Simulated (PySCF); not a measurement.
Species: cyano radical, CN (doublet state).
Bonds: C1–N2 (triple).

The species is cyano radical, `N#[C]`.

Computed with UHF, IGLO-III on C N, non-relativistic, mean-field spin-orbit, GIAO (PySCF 2.14.0). Geometry: PBE0-D3(BJ)/def2-SVP; no solvent, vibrations or thermal averaging.

Output of the driver script (its header reads UKS for Hartree–Fock too). Atoms in this output count from 0.

```
UKS, final grid
  cycle   1  E = -92.16437222  |g| = 2.69e-01
  cycle   2  E = -92.18744424  |g| = 2.30e-01
  cycle   3  E = -92.21106484  |g| = 6.61e-02
  cycle   4  E = -92.21508904  |g| = 3.15e-02
  cycle   5  E = -92.21832854  |g| = 2.89e-02
  cycle   6  E = -92.22132383  |g| = 2.73e-02
  cycle   7  E = -92.22708535  |g| = 2.27e-02
  cycle   8  E = -92.22507092  |g| = 3.89e-02
  cycle   9  E = -92.22425683  |g| = 3.94e-02
  cycle  10  E = -92.22733250  |g| = 3.42e-02
  cycle  11  E = -92.22607384  |g| = 3.74e-02
  cycle  12  E = -92.22793523  |g| = 3.41e-02
  cycle  13  E = -92.23166743  |g| = 2.47e-02
  cycle  14  E = -92.23690523  |g| = 1.53e-02
  cycle  15  E = -92.23715285  |g| = 1.15e-02
  cycle  16  E = -92.23753027  |g| = 3.72e-03
  cycle  17  E = -92.23762406  |g| = 1.61e-03
  cycle  18  E = -92.23762664  |g| = 1.07e-03
  cycle  19  E = -92.23762825  |g| = 2.42e-04
  cycle  20  E = -92.23762838  |g| = 5.31e-05
  cycle  21  E = -92.23762840  |g| = 2.10e-06
  cycle  22  E = -92.23762840  |g| = 6.13e-07
internal stability: stable
E = -92.23762840 Eh   <S^2> = 1.1516 (exact 0.7500)
g shifts (ppm)      1          2          3
  rmc          -102       -102       -102
  gc             31         31         12
  oz_so       -1971      -1970         -0
  total       -2042      -2042        -91
hyperfine (MHz)  atom isotope    a_iso     a_fc   dipolar eigenvalues
    0   13C    1303.71    1303.71     -7.95     -7.95     15.89
    1   14N     -38.36     -38.36    -29.73    -29.73     59.45
```

**Question.** Can this result be taken as it stands? Point to the evidence in the output.

**Answer.** No. ⟨S²⟩ = 1.152 is 54 % above the exact 0.750: the determinant holds components of higher spin, so its spin density, and the couplings taken from it, aren't those of a pure doublet state. Most negative Mulliken spin population: N2 (-0.97), with atoms counted from 1. At the same geometry and basis B3LYP gives ⟨S²⟩ = 0.758, g_iso = 2.0009 (here 2.0009) and a(13C, atom 0 as the log counts) = 587.4 MHz (here 1303.7, class means).

Time: 1.3 s. Hardware: one thread of an Arm Neoverse V1, shared host.
